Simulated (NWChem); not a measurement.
# Basis-set dependence for ClNa

```
Na
Cl 1 2.3404
```
Charge 0, spin multiplicity 1.

Program: NWChem. All single points use one geometry, from B3LYP/def2-SVP, a minimum by its harmonic frequencies.

Hartree-Fock energies in Ha, correlation energies in mHa.

The correlated methods keep 6 core orbitals frozen. The structure started from a generated list of species. Coupled-cluster values serve here as a point of comparison, not as the truth.

```tsv
basis	functions	RHF	MP2	SCS-MP2	CCSD	CCSD+T(CCSD)	CCSD(T)	CR-CCSD[T]	CR-CCSD(T)	CCSDT
3-21G	26	-618.24234	-47.9	-47.3	-54.2	-54.9	-54.7	-54.8	-54.7	-54.8
cc-pVDZ	36	-621.43336	-142.0	-137.0	-153.8	-156.1	-156.0	-155.8	-155.7	-156.2
cc-pVTZ	68	-621.45329	-211.8	-208.4	-228.5	-237.0	-236.9	-235.7	-235.6	not run
cc-pVQZ	118	-621.45826	-235.7	-234.3	-251.6	not run	not run	-260.7	-260.6	not run
```

From cc-pVTZ to cc-pVQZ the Hartree-Fock energy moves by -5.0 mHa and the MP2 correlation energy by -23.8 mHa, which is 10 % of its value in the larger set.
